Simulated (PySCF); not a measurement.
Orbital energies and ionisation energy

C5H13N.
Structure used (PBE0-D3(BJ)/def2-SVP), in Å, numbered top down from 1:
```
atom  x, y, z in Å
C1     1.8006   -0.9129   -0.6631
N2     0.9586   -0.5996    0.4639
C3    -0.2999    0.1040    0.2146
C4    -0.1015    1.4617   -0.4766
C5    -1.2132   -0.7790   -0.6366
C6    -0.9473    0.3226    1.5810
H7     2.1268   -0.0470   -1.2786
H8     2.7098   -1.4183   -0.3032
H9     1.2967   -1.6208   -1.3394
H10    1.4906   -0.0820    1.1593
H11    0.3466    1.3467   -1.4755
H12   -1.0595    1.9894   -0.6038
H13    0.5626    2.1079    0.1207
H14   -1.3260   -1.7689   -0.1697
H15   -2.2085   -0.3207   -0.7363
H16   -0.8150   -0.9212   -1.6527
H17   -1.9208    0.8261    1.4842
H18   -1.0931   -0.6410    2.0909
H19   -0.3075    0.9530    2.2211
```

Level: CAM-B3LYP/def2-SVPD (PySCF). Frontier orbitals with their largest atomic shares (Löwdin; up to four atoms above 4 %):

```tsv
orbital	ε (eV)	main atoms
HOMO−3	-11.19	N2 18 %, C1 15 %, C3 13 %, H8 8 %
HOMO−2	-10.77	C3 20 %, C4 17 %, C5 15 %, C6 11 %
HOMO−1	-10.57	C3 22 %, C6 19 %, C5 18 %, C4 7 %
HOMO	-7.70	?
LUMO	1.26	C4 13 %, C1 12 %, C6 10 %, C5 8 %
LUMO+1	2.01	C1 21 %, C6 12 %, H8 11 %, H7 10 %
LUMO+2	2.20	C5 20 %, H10 14 %, H16 11 %, H15 10 %
```

Q: What vertical ionisation energy does ΔSCF give, and how far is −ε(HOMO) from it?

A: ΔSCF: 8.48 eV (818 kJ/mol; threshold wavelength 146 nm); ⟨S²⟩ of the doublet left behind is 0.755, against 0.75 for a pure doublet. −ε(HOMO) is 7.70 eV, 0.78 eV below it. For the exact functional −ε(HOMO) would equal the first vertical ionisation energy; CAM-B3LYP (range-separated hybrid) falls short of its own ΔSCF value by 9 %.

Q: On which atoms does the HOMO lie?

A: N2 (secondary amine nitrogen) 58 %, C1 (N-methyl carbon) 11 %, C3 (sp3 carbon bound to nitrogen) 7 %, C4 (methyl carbon) 6 %, so more than half of it is on one atom. The HOMO−1 lies 2.87 eV lower.

Q: Shift the occupied levels rigidly so that −ε(HOMO) equals the ΔSCF value. What binding energies result?

A: The shift is +0.78 eV: HOMO 8.48, HOMO−1 11.35, HOMO−2 11.55, HOMO−3 11.97 eV. A rigid shift is only a rough guide to the deeper ionisations.

Q: With α = 72.0 au, estimate the like-pair dispersion coefficient by London's formula C6 = (3/4)α²I.

A: I = 0.3117 Eh, so C6 ≈ 1210 au, a rough estimate.

Q: How many of the 10 lowest singlet excitations (vertical TDDFT, same level) lie below the ionisation energy?

A: 8; they run from 5.95 to 8.84 eV.

Geometry: PBE0-D3(BJ)/def2-SVP; no solvent, vibrations or thermal averaging.
